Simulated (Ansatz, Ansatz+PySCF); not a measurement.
```xyz
9

C     0.0087   -0.4096   -0.3534
C     0.0046   -0.4391    1.1643
O     0.0082    0.9278   -0.7842
H    -0.8896   -0.9664   -0.7212
H     0.8860   -0.9607   -0.7394
H     0.0068   -1.4733    1.5407
H     0.8992    0.0796    1.5476
H    -0.8892    0.0727    1.5450
H    -0.0053    0.9302   -1.7499
```

RHF on singlet C2H6O was run in several spherical basis sets with Ansatz (development build ahead of 0.2.0).

**Question.** Rank the basis sets by the total energy that they give, lowest first, with the distance from the lowest.
A. def2-TZVP
B. cc-pVDZ
C. cc-pVTZ
D. 6-31G(d)
E. STO-3G
F. def2-SVP

**Answer.** A (0.00 eV), C (0.09 eV), B (1.44 eV), D (1.96 eV), F (4.85 eV), E (54.84 eV).

Totals follow the description of the cores as much as that of the bonds, so this order isn't one of quality for chemistry.
